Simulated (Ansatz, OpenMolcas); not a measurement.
## A ladder of methods for BOF (fluoro(oxo)borane)

BOF has 3 atoms, charge 0, and is taken as a singlet. SMILES: `O=BF`. Geometry: relaxed at PBE0-D4/def2-TZVP.

```csv
atom,x (Å),y (Å),z (Å)
O,0.9831,-0.5651,0.4799
B,0.0203,-0.0116,0.0099
F,-1.0034,0.5768,-0.4898
```

Each level gives the vertical energy of the triplet above the singlet (eV). The values are calculated.

```json
{"level": "BLYP/STO-3G", "kind": "GGA", "program": "Ansatz", "value (eV)": "8.26", "less FCI/STO-3G": "+0.02", "CPU time (all runs)": "25 s"}
{"level": "PBE/STO-3G", "kind": "GGA", "program": "Ansatz", "value (eV)": "8.30", "less FCI/STO-3G": "+0.06", "CPU time (all runs)": "34 s"}
{"level": "PBE0/STO-3G", "kind": "global hybrid", "program": "OpenMolcas", "value (eV)": "8.10", "less FCI/STO-3G": "-0.14", "CPU time (all runs)": "9.7 s"}
{"level": "HSE06/STO-3G", "kind": "range-separated hybrid", "program": "Ansatz", "value (eV)": "8.11", "less FCI/STO-3G": "-0.13", "CPU time (all runs)": "22 s"}
{"level": "RPA@PBE/STO-3G", "kind": "RPA", "program": "Ansatz", "value (eV)": "8.40", "less FCI/STO-3G": "+0.16", "CPU time (all runs)": "48 s"}
{"level": "CASSCF(2,2)/STO-3G", "kind": "multireference", "program": "OpenMolcas", "value (eV)": "7.50", "less FCI/STO-3G": "-0.74", "CPU time (all runs)": "4 s"}
{"level": "CCSD(T)/STO-3G", "kind": "coupled cluster or CI", "program": "Ansatz", "value (eV)": "8.39", "less FCI/STO-3G": "+0.15", "CPU time (all runs)": "1.8 s"}
{"level": "CCSDTQ/STO-3G", "kind": "coupled cluster or CI", "program": "Ansatz", "value (eV)": "8.23", "less FCI/STO-3G": "-0.01", "CPU time (all runs)": "69 s"}
{"level": "FCI/STO-3G", "kind": "exact in the basis", "program": "Ansatz", "value (eV)": "8.24", "less FCI/STO-3G": "0.00", "CPU time (all runs)": "3 s"}
```

FCI/STO-3G is exact within its basis and frozen core, so for wave-function methods in that basis the difference is their error; functionals converge differently with the basis, so for them it is only a difference. The values span 7.50 to 8.40 eV. All rows use very small basis sets, so even the best lies far from the true value. Times are those of the runs behind each value, whatever else they computed, on shared processors of several kinds: orders of magnitude only.
